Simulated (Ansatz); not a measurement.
We consider zinc-blende GaP, described by Hartree–Fock (PAW; Ansatz, a program for electronic structure).

Total energies, extrapolated to zero smearing (they compare only within this program, potentials and cutoff; free atoms with spin allowed, lowest state found):

| system | energy (eV/atom) |
|---|---|
| zinc-blende GaP, relaxed | -2244.2056 |
| free Ga atom | -3743.1986 |
| free P atom | -741.0721 |

Work out the cohesive energy per atom.

E_coh = [1 × (-3743.1986) + 1 × (-741.0721)]/2 − (-2244.2056) = 2.07 eV/atom. The reference value is 3.61 eV/atom (measured, static lattice: zero-point vibration energy added, our sources range from 3.61 to 3.69; as tabulated in Mejia-Rodriguez and Trickey (2018), arXiv:1807.09216), a difference of -1.54 eV/atom.

The PAW data were made under PBE.
